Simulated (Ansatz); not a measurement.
BCl (SMILES [B]Cl): the electronic atomisation energy, rung by rung

BCl has 2 atoms, charge 0, and is taken as a singlet. As SMILES, `[B]Cl`. The shape is that of a PBE0-D4/def2-TZVP optimisation.

```xyz
2

B     0.0000    0.0000   -0.0697
Cl    0.0000    0.0000    1.6482
```

Each level gives the electronic atomisation energy (eV). The values are calculated. Electronic energies at fixed atoms, without zero-point motion or spin-orbit coupling.

```csv
level,kind,program,value (eV)
SVWN5/STO-3G,LDA,Ansatz,6.96
BLYP/STO-3G,GGA,Ansatz,5.93
r2SCAN0/STO-3G,hybrid meta-GGA,Ansatz,5.82
CAM-B3LYP/STO-3G,range-separated hybrid,Ansatz,5.73
HSE06/STO-3G,range-separated hybrid,Ansatz,?
wB97X/STO-3G,range-separated hybrid,Ansatz,?
RPA@PBE/STO-3G,RPA,Ansatz,4.27
MP2/STO-3G,perturbation theory,Ansatz,4.91
FCI/STO-3G,exact in the basis,Ansatz,5.03
```

Problem. Estimate what the levels marked ? give.

Solution. As computed at these levels: HSE06/STO-3G: 5.98 eV; wB97X/STO-3G: 5.81 eV. The values span 4.27 to 6.96 eV. All rows use very small basis sets, so even the best lies far from the true value.
